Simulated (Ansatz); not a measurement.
A run for Ansatz (a quantum-chemistry and plane-wave program): U-MP2/aug-cc-pVTZ on CH2 (SMILES [CH2]), 2S+1 = 3, atoms moved off the minimum.

Ansatz 0.2 input:
```yaml
crystal:
  periodic: [false, false, false]
  atoms:
    - {symbol: C, position_ang: [0.01063058, 0.10083477, 0.00685638]}
    - {symbol: H, position_ang: [-0.98904772, -0.30110044, -0.04093033]}
    - {symbol: H, position_ang: [0.99721843, -0.27745526, -0.03897343]}
basis:
  gaussian:
    orbitals: aug-cc-pVTZ
magnetization: {spin_polarized: true, initial_magnetization: 2}
correlation: {method: mp2, electrons: outside_noble_gas}
scf: {omitted_lower_state_checks: [cluster_reference]}
output: {forces: true}
```

It printed:

```
WARN ansatz: RAYON_NUM_THREADS=1 ignored (pool sized by the plan → 1); use --threads N
Functional definition: HF
these checks for a lower state are left out or cut short: cluster_reference
integrals: 0.04 GiB planned
519 factors; integrals over basis functions are off by at most 8.0e-4 eV
mean field: 0.14 GiB planned
mean field evaluation 1: about -1058.8227 eV, gradient 9.8e0 eV
mean field evaluation 2: about -1058.8232 eV, gradient 9.8e0 eV
mean field evaluation 4: about -1059.5280 eV, gradient 1.2e0 eV
mean field evaluation 8: about -1059.5499 eV, gradient 2.5e-4 eV
mean field -1059.54986773 eV, -38.9377394502 hartree, gradient 1.0e-6 eV, S^2 2.017096; 0 other end points of the search recorded, 0 dependent functions left out
1 core orbitals not correlated
reference -1059.54986773 eV, -38.9377394502 hartree; 4, 2 occupied and 87, 89 virtual orbitals, 519 factors
densities: 0.15 GiB planned
second order -3.25054463 eV of doubles, -0.00000000 eV of singles
the calculation of the forces begins
Total energy: -1062.80041235 eV, -39.0571947619 hartree
Atom 0 at     0.010631     0.100835     0.006856 Å, force    -0.773007     0.387609     0.046853 eV/Å
Atom 1 at    -0.989048    -0.301100    -0.040930 Å, force     0.256630    -0.042251    -0.005184 eV/Å
Atom 2 at     0.997218    -0.277455    -0.038973 Å, force     0.516376    -0.345358    -0.041670 eV/Å
Dipole moment:     0.000294    -0.118317    -0.014197 e Å
Checks for a lower state left out: cluster_reference
```

The run converged.

Cost: about 0.5 core-seconds (a rough figure).
